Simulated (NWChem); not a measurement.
**C2HCl2S− (SMILES [S-]C=C(Cl)Cl) at 4 levels**

Wanted: a comparison of 4 runs (HF/STO-3G, HF/3-21G, B3LYP/6-31G*) of C2HCl2S−. 

The calculation is run with NWChem 7.3.0.

## (1) The structure to begin with

C2HCl2S− has 6 atoms, charge -1, and is taken as a singlet. SMILES: `[S-]C=C(Cl)Cl`. The shape is that of a GFN2-xTB optimisation.

Bond lengths: S1–C2 1.687 Å, C2–C3 1.343 Å, C3–Cl4 1.728 Å, C3–Cl5 1.752 Å, C2–H6 1.088 Å. Angles: S1–C2–C3 126.9°, C2–C3–Cl4 125.5°, C2–C3–Cl5 121.3°, Cl4–C3–Cl5 113.1°, S1–C2–H6 117.1°, C3–C2–H6 116.0°.

## (2) Energy and gradient at HF/STO-3G (run 1)

Input file run.py:

```python
from ase import Atoms
from ase.calculators.nwchem import NWChem

atoms = Atoms(['S', 'C', 'C', 'Cl', 'Cl', 'H'], positions=[
    [-0.285810, -1.799170, 1.207100],
    [0.175270, -0.267560, 0.671950],
    [-0.099620, 0.286290, -0.520580],
    [-1.001640, -0.461070, -1.791130],
    [0.454740, 1.897830, -0.926030],
    [0.757050, 0.343670, 1.358690],
])

calc = NWChem(
    label='struct',
    theory='scf',
    memory='2200 mb',
    basis='STO-3G',
    basispar='spherical bse',
    charge=-1,
    scf={'nopen': '0', 'rhf': None, 'thresh': '1e-08', 'maxiter': '80'},
)
atoms.calc = calc

forces = atoms.get_forces()
print("Total energy (eV):", round(atoms.get_potential_energy(), 6))
print("forces (eV/A):")
for s, f in zip(atoms.symbols, forces):
    print(f"{s:2s} {f[0]:10.5f} {f[1]:10.5f} {f[2]:10.5f}")
print("dipole (e A):", atoms.get_dipole_moment().round(4))
```

Command:

```sh
$ export ASE_NWCHEM_COMMAND="nwchem PREFIX.nwi > PREFIX.nwo"
$ python run.py
```

The log of the run:

```text
Total energy (eV): -37485.117463
forces (eV/A):
S     0.20631    0.50013   -0.04983
C    -0.68474   -2.25625    0.77827
C     0.92035    0.04947    2.03025
Cl   -1.32710   -1.15371   -1.81376
Cl    0.71790    2.21717   -0.65964
H     0.16728    0.64319   -0.28524
dipole (e A): [0.292  0.5923 0.0503]
```

The calculator wrote struct.nwi:

```
title "struct"

permanent_dir struct

scratch_dir struct

start struct

geometry units angstrom nocenter noautosym noautoz
  S  -2.8581000000000001e-01 -1.7991699999999999e+00 1.2071000000000001e+00
  C  1.7527000000000001e-01 -2.6756000000000002e-01 6.7195000000000005e-01
  C  -9.9620000000000000e-02 2.8628999999999999e-01 -5.2058000000000004e-01
  Cl -1.0016400000000001e+00 -4.6106999999999998e-01 -1.7911300000000001e+00
  Cl 4.5473999999999998e-01 1.8978299999999999e+00 -9.2603000000000002e-01
  H  7.5705000000000000e-01 3.4366999999999998e-01 1.3586900000000000e+00
end

charge -1

memory 2200 mb

basis spherical bse noprint
   * library STO-3G
end

scf
  nopen 0
  rhf
  thresh 1e-08
  maxiter 80
end

task scf gradient
```

struct.nwo (excerpt; [...] marks lines left out):

```text
[...]
      One-electron energy =  -2537.043626175492
[... 1 line left out ...]
 Nuclear repulsion energy =    307.124451310195
[... 46 lines left out ...]
                       ROHF Final Molecular Orbital Analysis
[... 206 lines left out ...]
                              NWChem Gradients Module
[...]
  wavefunction    =   RHF
                         RHF ENERGY GRADIENTS
    atom               coordinates                        gradient
                 x          y          z           x          y          z
   1 S      -0.540103  -3.399938   2.281088   -0.004012  -0.009726   0.000969
   2 C       0.331212  -0.505615   1.269801    0.013316   0.043877  -0.015135
   3 C      -0.188255   0.541010  -0.983754   -0.017898  -0.000962  -0.039482
   4 Cl     -1.892825  -0.871296  -3.384745    0.025808   0.022436   0.035272
   5 Cl      0.859334   3.586379  -1.749943   -0.013961  -0.043117   0.012828
   6 H       1.430617   0.649442   2.567552   -0.003253  -0.012508   0.005547
[...]
```

Wall time 3.9 s (1 thread of AMD EPYC 9R14 (Zen 4), shared host); peak memory 0.1 GiB.

## (3) Energy and gradient at HF/3-21G (run 2)

Input file mol.xyz:

```xyz
6

S     -0.285810    -1.799170     1.207100
C      0.175270    -0.267560     0.671950
C     -0.099620     0.286290    -0.520580
Cl    -1.001640    -0.461070    -1.791130
Cl     0.454740     1.897830    -0.926030
H      0.757050     0.343670     1.358690
```

Input file mol.nw:

```
start mol
memory total 2200 mb
charge -1

geometry units angstroms noautosym nocenter noautoz
   load format xyz mol.xyz
end

basis spherical bse
   * library 3-21G
end

scf
   thresh 1e-08
   maxiter 80
end

task scf gradient
```

Command:

```sh
$ nwchem mol.nw > mol.out
```

The log of the run:

```text
[...]
  functions       =    59
[...]
  wavefunction    = RHF
[...]
         Total SCF energy =  -1386.038375105233
      One-electron energy =  -2539.491959311658
      Two-electron energy =    846.329132896230
 Nuclear repulsion energy =    307.124451310195
        Time for solution =      2.3s
[...]
                         RHF ENERGY GRADIENTS
    atom               coordinates                        gradient
                 x          y          z           x          y          z
   1 S      -0.540103  -3.399938   2.281088    0.012706   0.048446  -0.021155
   2 C       0.331212  -0.505615   1.269801   -0.007274  -0.048871   0.033857
   3 C      -0.188255   0.541010  -0.983754   -0.016592   0.021744  -0.059932
   4 Cl     -1.892825  -0.871296  -3.384745    0.020187   0.017188   0.027966
   5 Cl      0.859334   3.586379  -1.749943   -0.013531  -0.039166   0.009735
   6 H       1.430617   0.649442   2.567552    0.004504   0.000660   0.009529
[...]
```

It took 3.6 s on 1 thread of AMD EPYC 9R14 (Zen 4), shared host; peak memory 0.099 GiB.

## (4) Energy and forces at B3LYP/6-31G(d) (spherical functions) (run 3)

Input file c2hcl2s.nw:

```
START c2hcl2s
memory 2200 mb
charge -1
GEOMETRY noautosym nocenter noautoz
  S    -0.285810   -1.799170    1.207100
  C     0.175270   -0.267560    0.671950
  C    -0.099620    0.286290   -0.520580
  Cl   -1.001640   -0.461070   -1.791130
  Cl    0.454740    1.897830   -0.926030
  H     0.757050    0.343670    1.358690
END
BASIS spherical bse
  * library 6-31G*
END
DFT
  xc b3lyp
  grid xfine
  convergence energy 1e-08
  iterations 100
  mulliken
  print medium
END
TASK dft gradient
```

Command:

```sh
$ nwchem c2hcl2s.nw > c2hcl2s.out
```

The log of the run:

```text
[...]
          Wavefunction type:  closed shell.
          No. of atoms     :     6
          No. of electrons :    64
[...]
          Charge           :    -1
          Spin multiplicity:     1
[...]
          AO basis - number of functions:    84
[...]
              XC Information
              --------------
                         B3LYP Method XC Potential
                     Hartree-Fock (Exact) Exchange  0.200
                        Slater Exchange Functional  0.800 local
                    Becke 1988 Exchange Functional  0.720 non-local
              Lee-Yang-Parr Correlation Functional  0.810
                  VWN I RPA Correlation Functional  0.190 local
[...]
 d= 0,ls=0.0,diis     1  -1395.1557625009 -1.70D+03  7.26D-02  1.57D+00     2.5
[...]
 d= 0,ls=0.0,diis    12  -1395.4075112754 -1.21D-09  9.81D-07  5.47D-09    22.9
         Total DFT energy =    -1395.407511275373
      One electron energy =    -2548.333257782401
           Coulomb energy =      939.554217746712
    Exchange-Corr. energy =      -93.752922549879
 Nuclear repulsion energy =      307.124451310195
[...]
      Total Density - Mulliken Population Analysis
     ---------------------------------------------
    Atom       Charge   Shell Charges
 -----------   ------   -------------------------------------------------------
    1 S   16    16.54   2.00  2.00  5.97  1.31  3.00  0.60  1.62  0.04
    2 C    6     6.17   2.00  0.69  2.03  0.54  0.86  0.05
    3 C    6     6.23   2.00  0.68  1.99  0.53  0.98  0.05
    4 Cl  17    17.06   2.00  2.00  5.97  1.41  3.61  0.52  1.53  0.03
    5 Cl  17    17.12   2.00  2.00  5.97  1.40  3.61  0.52  1.59  0.03
    6 H    1     0.88   0.53  0.35
[...]
  wavefunction    = closed shell
                         DFT ENERGY GRADIENTS
    atom               coordinates                        gradient
                 x          y          z           x          y          z
   1 S      -0.540103  -3.399938   2.281088    0.004990   0.022348  -0.011721
   2 C       0.331212  -0.505615   1.269801   -0.001243   0.000467  -0.003327
   3 C      -0.188255   0.541010  -0.983754   -0.002326  -0.005889   0.000807
   4 Cl     -1.892825  -0.871296  -3.384745    0.006415   0.005643   0.008703
   5 Cl      0.859334   3.586379  -1.749943   -0.005535  -0.016178   0.004149
   6 H       1.430617   0.649442   2.567552   -0.002301  -0.006390   0.001390
[...]
```

It took 29 s on 1 thread of AMD EPYC 9R14 (Zen 4), shared host; peak memory 0.13 GiB.

## (5) Energy and gradient at B3LYP/6-31G(d) (Cartesian functions) (run 4)

Input file struct.nw:

```
start struct
title "C2HCl2S"
memory stack 880 mb heap 220 mb global 1100 mb
charge -1
geometry units angstrom noautosym nocenter noautoz
 S    -0.285810   -1.799170    1.207100
 C     0.175270   -0.267560    0.671950
 C    -0.099620    0.286290   -0.520580
 Cl   -1.001640   -0.461070   -1.791130
 Cl    0.454740    1.897830   -0.926030
 H     0.757050    0.343670    1.358690
end
basis
 * library 6-31G*
end
dft
 xc b3lyp
 mult 1
 grid xfine
 convergence energy 1e-08
 iterations 100
 mulliken
 noprint "final vectors analysis"
end
task dft gradient
```

Command:

```sh
$ nwchem struct.nw > struct.out
```

The log of the run:

```text
[...]
          Wavefunction type:  closed shell.
          No. of atoms     :     6
          No. of electrons :    64
[...]
          Charge           :    -1
          Spin multiplicity:     1
[...]
          AO basis - number of functions:    89
[...]
              XC Information
              --------------
                         B3LYP Method XC Potential
                     Hartree-Fock (Exact) Exchange  0.200
                        Slater Exchange Functional  0.800 local
                    Becke 1988 Exchange Functional  0.720 non-local
              Lee-Yang-Parr Correlation Functional  0.810
                  VWN I RPA Correlation Functional  0.190 local
[...]
 d= 0,ls=0.0,diis     1  -1395.1618659811 -1.70D+03  7.18D-02  1.77D+00     2.6
[...]
 d= 0,ls=0.0,diis    12  -1395.4187934179 -8.28D-10  5.67D-07  5.98D-10    24.6
         Total DFT energy =    -1395.418793417882
      One electron energy =    -2548.140156316303
           Coulomb energy =      939.278983325858
    Exchange-Corr. energy =      -93.682071737632
 Nuclear repulsion energy =      307.124451310195
[...]
      Total Density - Mulliken Population Analysis
     ---------------------------------------------
    Atom       Charge   Shell Charges
 -----------   ------   -------------------------------------------------------
    1 S   16    16.53   2.00  1.99  5.97  1.37  3.00  0.60  1.62 -0.01
    2 C    6     6.17   1.99  0.71  2.03  0.56  0.86  0.02
    3 C    6     6.23   1.99  0.70  1.99  0.54  0.98  0.03
    4 Cl  17    17.06   2.00  1.99  5.97  1.46  3.61  0.52  1.53 -0.01
    5 Cl  17    17.12   2.00  1.99  5.97  1.45  3.61  0.53  1.58 -0.01
    6 H    1     0.88   0.53  0.35
[...]
  wavefunction    = closed shell
                         DFT ENERGY GRADIENTS
    atom               coordinates                        gradient
                 x          y          z           x          y          z
   1 S      -0.540103  -3.399938   2.281088    0.005031   0.022530  -0.011819
   2 C       0.331212  -0.505615   1.269801   -0.001199   0.000102  -0.002850
   3 C      -0.188255   0.541010  -0.983754   -0.002509  -0.005582   0.000076
   4 Cl     -1.892825  -0.871296  -3.384745    0.006603   0.005796   0.008970
   5 Cl      0.859334   3.586379  -1.749943   -0.005642  -0.016476   0.004213
   6 H       1.430617   0.649442   2.567552   -0.002284  -0.006370   0.001409
[...]
```

Wall time 31 s (1 thread of AMD EPYC 9R14 (Zen 4), shared host); peak memory 0.14 GiB.

## (6) All runs side by side

| run | level | iteration cap | module | energy (Eh) | HOMO energy (eV) | LUMO energy (eV) | HOMO–LUMO gap (eV) | wall time |
| --- | --- | --- | --- | --- | --- | --- | --- | --- |
| 1 | HF/STO-3G | 80 | scf | -1377.552670 | 1.80 | 14.18 | 12.38 | 3.9 s |
| 2 | HF/3-21G | 80 | scf | -1386.038375 | -2.70 | 9.14 | 11.84 | 3.6 s |
| 3 | B3LYP/6-31G* (spherical functions) | 100 | dft | -1395.407511 | -0.01 | 4.71 | 4.72 | 29 s |
| 4 | B3LYP/6-31G* (Cartesian functions) | 100 | dft | -1395.418793 | – | – | – | 31 s |

## (7) Summary of results

```
                       quantity           value
            run 4: total energy  -1395.41879 Eh
run 4: largest force on an atom      1.334 eV/Å
```

In words: Over runs 1, 2, 3 the HOMO–LUMO gap runs from 4.72 eV (B3LYP/6-31G*) to 12.38 eV (HF/STO-3G). The two ends differ in method and basis. The empty levels of an anion lie above zero and hang on the basis. In run 1 the HOMO lies above zero, so the outermost electron may be held by the basis alone. In run 1 the basis is minimal, so the values are rough. All runs together took 68 s, the longest 31 s.
